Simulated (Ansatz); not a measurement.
## Energy profile

The step: BNH₄O ([NH2][BH][OH]) → BHO ([BH][O]) + NH₃ (still joined by a long B–N bond); bonds formed: N2–H4; bonds broken: O3–H4; bonds weakened to dative contacts: B1–N2 (atoms numbered as in the saddle structure below).

B1  (-0.829, -0.006, -0.149)
N2  (0.686, -0.154, 0.254)
O3  (-0.768, 1.002, -0.966)
H4  (0.482, 0.778, -0.549)
H5  (-1.708, -0.704, 0.260)
H6  (1.187, -0.978, -0.058)
H7  (0.951, 0.062, 1.208)
(Å)

Electronic energies by CCSD(T) at an estimated basis limit (MP2 extrapolated from triple and quadruple zeta, plus CCSD(T) − MP2 in triple zeta), on PBE0-D4/def2-TZVP structures; BNH$_{4}$O, singlet; no counterpoise correction. Ansatz 0.2.0; basis: def2-TZVPP and def2-QZVPP; cores frozen in the correlated methods. Extrapolation: Hartree–Fock as exp(−7.88 √X), correlation as X^−2.97.

**Question.** Give the profile in eV, counted from the start structure. (To be estimated.)

**Answer.** The calculation gives:
```json
{"point": "start structure", "eV": "0.000"}
{"point": "saddle", "eV": "2.116"}
{"point": "end structure", "eV": "1.338"}
{"point": "separated: BHO (linked as [BH][O]; B1, O3, H5; singlet) + NH$_{3}$ (N2, H4, H6, H7; singlet)", "eV": "1.579"}
```

The T1 diagnostic stays at or below 0.020.

For scale, one of the runs: CCSD(T)/def2-TZVPP, 149 basis functions, launched by `ansatz run in.yaml --threads 2 --pin off --events-out ev --progress --plain --max-ram 4352MiB`. Hardware: 2 CPU threads of an Arm Neoverse V2, shared host. Wall time 14 s; peak host memory 1 GiB.
